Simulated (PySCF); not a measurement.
Molecule: Nitrogen trifluoride (FN(F)F, F3N).

Geometry:
| atom | x (Å) | y (Å) | z (Å) |
| --- | --- | --- | --- |
| F1 | -0.551 | 1.073 | -0.166 |
| N2 | 0.008 | -0.003 | 0.433 |
| F3 | -0.644 | -1.033 | -0.151 |
| F4 | 1.226 | -0.062 | -0.149 |

Geometry PBE0-D3(BJ)/def2-SVP throughout; GIAO in PySCF 2.14.0 with density-fitted response routines, gas phase, one conformer, non-relativistic; equivalent atoms averaged; functional PBE0.

(1) How do the shifts δ (against CFCl3, NH3 at the same level) depend on the basis set? (ppm; last column core-seconds on 1 thread of an Arm Neoverse V1, shared host)

(2) Which nucleus moves most, in ppm?

(3) Taking the largest basis, def2-TZVP (124 functions), as the yardstick, rank the others by their worst heavy-atom deviation.

Results:

(1) 
| basis set | functions | F1/F3/F4 | N2 | core-s |
| --- | --- | --- | --- | --- |
| STO-3G | 20 | 35.5 | 228.6 | 0.68 |
| 6-31G | 36 | 97.4 | 374.4 | 1.4 |
| 6-31G* | 56 | 81.4 | 350.1 | 1.8 |
| def2-SVP | 56 | 96.5 | 373.9 | 1.7 |
| 6-311+G(2d,p) | 108 | 107.3 | 385.7 | 3.1 |
| def2-TZVP | 124 | 105.8 | 394.3 | 3.8 |

(2) N2 (nitrogen bonded to 3 F): from 228.6 ppm with STO-3G to 394.3 ppm with def2-TZVP. The smallest spread is 71.8 ppm, at F1/F3/F4.

(3) 6-311+G(2d,p) 8.6 ppm (108 functions), 6-31G 19.9 ppm (36 functions), def2-SVP 20.3 ppm (56 functions), 6-31G* 44.2 ppm (56 functions), STO-3G 165.7 ppm (20 functions).

A small basis that lands close on one nucleus may do so by chance; judge by the trend and by all nuclei.
